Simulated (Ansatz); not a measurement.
Rock-salt HfN, treated with PBE in Ansatz (plane waves, PAW).

Settings: plane-wave cutoff 520 eV, 16×16×16 k mesh, Fermi–Dirac smearing 0.1 eV, perturbation theory, force constants from a 4×4×4 q mesh, scalar-relativistic PAW data made under PBE.

**Question.** Estimate the TO(Γ) frequency and zero-point energy that the calculation returns.

**Answer.** 
- TO(Γ) frequency = 479 cm⁻¹
- zero-point energy = 0.057 eV/atom

Spin–orbit coupling is not included.

Computing time: about 28 core-minutes (a rough figure).

Ansatz is a quantum-chemistry and plane-wave program.
